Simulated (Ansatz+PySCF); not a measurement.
Results of a calculation; reference values are marked as such.
This PySCF input gave a total energy of -148.29309 hartree.

```python
from pyscf import gto, scf

mol = gto.M(atom="""
O 0.000000 0.000000 -0.108490
H 0.000000 0.000000 0.867930
O 29.999600 -0.105880 -0.023650
H 30.003230 0.847060 0.189170
""", basis='sto-3g', charge=0, spin=0)
mf = scf.RHF(mol)
mf.init_guess = 'huckel'
mf.kernel()
while True:  # follow internal instabilities
    mo, _, stable, _ = mf.stability(return_status=True)
    if stable: break
    mf.kernel(mf.make_rdm1(mo, mf.mo_occ))
print(mf.converged, mf.e_tot, mf.spin_square()[0])
```

(1) Write an input for Ansatz with the same method and basis set.

## Answers

(1)

```yaml
crystal:
  periodic: [false, false, false]
  atoms:
    - { symbol: O, position_ang: [0.0, 0.0, -0.10849] }
    - { symbol: H, position_ang: [0.0, 0.0, 0.86793] }
    - { symbol: O, position_ang: [29.9996, -0.10588, -0.02365] }
    - { symbol: H, position_ang: [30.00323, 0.84706, 0.18917] }
basis:
  gaussian: { orbitals: STO-3G }
hamiltonian:
  xc: hf
```

Ansatz (development build ahead of 0.2.0) gave -148.29309 hartree, 0.05 meV from the first. Caution: an unrestricted determinant lies well below.
